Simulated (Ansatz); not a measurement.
Basis-set extrapolation for `C=C1C=NC1C` (PBE0-D4/def2-TZVP geometry, frozen core, the Gaussian-basis code of Ansatz). Multiplicity 1, RHF reference.

|  | def2-TZVPP | def2-QZVPP |
| --- | --- | --- |
| HF | -247.878147 | -247.889080 |
| MP2 correlation | -1.008210 | -1.072684 |
| CCSD(T) correlation | -1.096332 | not run |

Energies in hartree. Use E(X) = E(∞) + A·exp(−7.88·√X) for Hartree–Fock and E(X) = E(∞) + B·X^(−2.97) for correlation, with X = 3 and 4, and add CCSD(T) minus MP2 of the smaller set to the MP2 limit.

What is the CCSD(T) energy at the basis-set limit?

HF limit: -247.889080 + (-0.010933) × 0.13774 = -247.89059. MP2 limit: -1.072684 + (-0.064474) × 0.74074 = -1.12044. Higher-order term: -1.096332 − (-1.008210) = -0.08812. Total: -249.09915 hartree, 78.2 kcal/mol below CCSD(T)/def2-TZVPP.
